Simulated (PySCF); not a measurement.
# Stationary points of Si(OH)₂

These are results of PBE0 in PySCF with Si def2-TZVP, O def2-TZVP, H def2-TZVP; no relativity; density-fitted integrals, not measurements.

Relaxations began from a few typed shapes. The search is not exhaustive: other isomers or separated fragments can lie lower, and high-lying points may rest on an excited occupation.

```json
{"spin": "singlet", "group": "C2v", "bonds": "O–H 0.960 Å (×2), Si–O 1.649 Å (×2)", "angles": "H–O–Si 114.7° (×2), O–Si–O 97.5°", "imaginary modes (cm⁻¹)": "none", "ΔE (kJ/mol)": "0.0", "ΔE with ZPE (kJ/mol)": "0.0"}
{"spin": "singlet", "group": "D∞h", "bonds": "O–H 0.965 Å (×2), Si–O 1.665 Å (×2)", "angles": "H–O–Si 180.0° (×2), O–Si–O 180.0°", "imaginary modes (cm⁻¹)": "340i, 340i", "ΔE (kJ/mol)": "213.2", "ΔE with ZPE (kJ/mol)": "–"}
```

The lowest minimum found is the singlet C2v: O–H 0.960 Å (×2), Si–O 1.649 Å (×2); H–O–Si 114.7° (×2), O–Si–O 97.5°.
